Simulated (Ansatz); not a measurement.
hcp Os was calculated with PBE (Ansatz, an electronic-structure program, plane waves, PAW).

Numerical settings: plane-wave cutoff 520 eV, 30×30×16 k mesh (along the axes of the cell as run), Fermi–Dirac smearing 0.068 eV (set by the program), no spin polarisation, scalar-relativistic PAW data made under PBE.

Computed at the level's own relaxed cell.

Hill averages of the elastic tensor: K = 397.5 GPa, G = 262.6 GPa. Volume 14.275 Å³/atom, mean atomic mass 190.230 u.

**Question.** Work out the density, the sound velocities of a polycrystal and the elastic Debye temperature, and Pugh's ratio at this level.

**Answer.** ρ = 1.66054 × 190.230/14.275 = 22.129 g/cm³. v_l = √[(K + 4G/3)/ρ] = 5.813 km/s and v_t = √(G/ρ) = 3.445 km/s. The mean follows from 3/v_m³ = 1/v_l³ + 2/v_t³: v_m = 3.816 km/s. Θ_D = (ħ/k_B) v_m (6π²/V)^(1/3) = 76.38 K Å s/km × 3.816 × 1.6068 Å⁻¹ = 468 K, counting all atoms of the cell. K/G = 1.51, to be set beside Pugh's rough bound of 1.75 between brittle and ductile metals.
